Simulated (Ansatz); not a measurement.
Geometry optimisation, Ansatz, RKS PBE0-D4/6-31G*.

Input file:

```yaml
crystal:
  periodic: [false, false, false]
  atoms:
    - { symbol: B, position_ang: [-0.7664, 0.9123, -0.1772] }
    - { symbol: "N", position_ang: [-0.3861, -0.5039, 0.0655] }
    - { symbol: C, position_ang: [1.0428, -0.6197, 0.1195] }
    - { symbol: H, position_ang: [-1.9305, 1.0283, -0.241] }
    - { symbol: H, position_ang: [-0.369, 1.3369, -1.2444] }
    - { symbol: H, position_ang: [-0.4333, 1.678, 0.6934] }
    - { symbol: H, position_ang: [-0.768, -0.8245, 0.9747] }
    - { symbol: H, position_ang: [-0.702, -1.0876, -0.7158] }
    - { symbol: H, position_ang: [1.4893, 0.0084, 1.0094] }
    - { symbol: H, position_ang: [1.5456, -0.3041, -0.8023] }
    - { symbol: H, position_ang: [1.3432, -1.6811, 0.3389] }
basis:
  gaussian: { orbitals: "6-31G*" }
hamiltonian:
  xc: pbe0
  dispersion: d4
relax:
  f_tol: 0.02
  max_steps: 40
scf:
  lower_state_search: "off"
```

Command:

```bash
$ ansatz run input.yaml --threads 1 --pin off --max-ram 2048MiB --backend cpu --events-out ev --progress --plain --runs-dir out
```

Task: Where does it end, and by what steps?

Result: The forces met the threshold. After 6 steps the energy has fallen by 0.608 eV; B1 moved furthest, 0.14 Å.

```tsv
step	energy less start (eV)	largest force component (eV/Å)	accepted
0	0.0000	3.484	yes
1	-0.5059	1.860	yes
2	-0.5172	1.334	yes
3	-0.5728	0.382	yes
4	-0.6058	0.127	yes
5	-0.6078	0.049	yes
6	-0.6080	0.004	yes
```

```xyz
11
Properties=species:S:1:pos:R:3
B -0.829 1.040 -0.206
N -0.351 -0.500 0.071
C 1.110 -0.663 0.156
H -2.043 0.991 -0.245
H -0.322 1.343 -1.269
H -0.400 1.680 0.734
H -0.787 -0.819 0.935
H -0.724 -1.089 -0.672
H 1.474 -0.022 0.959
H 1.542 -0.316 -0.784
H 1.396 -1.703 0.342
```

Run time: 11 s on 1 thread of Arm Neoverse V2 (shared host), peak memory 0.12 GiB.
